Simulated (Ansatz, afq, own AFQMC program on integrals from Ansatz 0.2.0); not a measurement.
Two steps: Ansatz 0.2.0 writes the Fock matrix and Cholesky factors of the valence space, and afq projects on them the lowest state that overlaps trial and start.

```yaml
crystal:
  periodic: [false, false, false]
  atoms:
    - {symbol: Ge, position_ang: [0.000000, 0.000000, -0.220401]}
    - {symbol: B, position_ang: [0.000000, 0.000000, 1.664781]}
    - {symbol: H, position_ang: [0.000000, 1.313392, -0.986177]}
    - {symbol: H, position_ang: [0.000000, -1.313392, -0.986177]}
basis:
  gaussian: {orbitals: cc-pVTZ}
magnetization: {spin_polarized: true, initial_magnetization: 3}
correlation: {method: ccsd_t, electrons: outside_noble_gas, hamiltonian_folder: ham}
```

```sh
$ ansatz run in.yaml --threads 1 --pin off --events-out ev --progress --plain --max-ram 16896MiB --backend cuda --devices 0, --max-vram 18GiB
```

Options of the walk:

```
--method phaseless --trial cisd --walkers 800 --populations 20 --least-time 60 --time-step 0.005 --steps-per-block 50 --equilibration-blocks 28 --max-blocks 4000 --target-error 0.00018 --factor-cut 1e-05 --start spin_pure --seed 4645 --release-times 0.24,0.51,0.99,1.62,2.4 --release-step 0.03 --release-every 3 --taylor-order 6
```

Times are imaginary, in 1/Eh. The walk had a cap of 238 s. With eight or more populations the least sampling time is a fifth of least-time, and the error comes from their spread. Filled inner d shells are frozen with the cores.

Output of the walk:

```
orbitals 86  electrons 6 3  factors 565 of 609
reference energy -2101.09902844 Eh
CCSD correlation -0.17885333 Eh in 12 cycles, weight of the determinant in the CISD state 0.8915
energy of the start -2101.277760 Eh
 block  time / (1/Eh)  mean weight  energy / Eh
     1     0.250  0.9997  -2101.276370
     2     0.500  1.0000  -2101.277587
     3     0.750  1.0006  -2101.279258
     4     1.000  1.0003  -2101.280473
     5     1.250  1.0001  -2101.281567
     8     2.000  1.0006  -2101.283923
    11     2.750  1.0000  -2101.284411
    17     4.250  0.9998  -2101.286332
    23     5.750  1.0007  -2101.285006
    27     6.750  0.9999  -2101.284617
    29     7.250  1.0003  -2101.285753
    35     8.750  1.0009  -2101.286462
    41    10.250  0.9994  -2101.284904
    47    11.750  1.0002  -2101.286018
    53    13.250  0.9997  -2101.285014
    59    14.750  0.9994  -2101.287093
    65    16.250  1.0003  -2101.285656
    71    17.750  1.0007  -2101.286309
    77    19.250  0.9993  -2101.286779
    83    20.750  0.9998  -2101.285557
    89    22.250  1.0000  -2101.285669
    95    23.750  1.0008  -2101.286268
    97    24.250  1.0000  -2101.286862
error from the spread of 20 populations
released: time / (1/Eh)  energy / Eh  error  mean overlap
  0.24  -2101.286020  0.000148  0.9936
  0.51  -2101.286011  0.000139  0.9944
  0.99  -2101.286221  0.000132  0.9820
  1.62  -2101.286178  0.000127  0.9750
  2.40  -2101.286294  0.000174  0.9642
energy -2101.285844 +/- 0.000176 Eh
(rows thinned)
```

The run passed its tests (sampling time, drift between the halves within three errors, error under three times the target), which doesn't prove that it has relaxed.

Against this walk (error 4.8 meV) on the same determinant: CCSD(T) 31.8 meV higher, CCSDT(Q) 11.6 meV lower. The error is statistical and leaves out the bias of the constraint. Released to 2.40 1/Eh the energy moves by -12 ± 7 meV (both errors), within twice the noise.

Cautions: constraint bias not in the error; no relativity below Rb; no spin-orbit coupling; inner d shell frozen; another spin lies lower (by 485 meV).

The walk took 110 s on 1 × NVIDIA H100 80GB HBM3 with 2 threads of AMD EPYC 7R13 Processor (Zen 3) (shared host) (the card was shared). The log's last line is the phaseless energy.

CCSDT and higher add their correlation energy to the determinant of the CCSD(T) run, since their own runs factorise the integrals more tightly (a shift of under 2 meV). A walk keeps the symmetry of its determinant, which the program's search chose and which needn't be the lowest solution, so a lower state of the same spin and another symmetry isn't excluded.
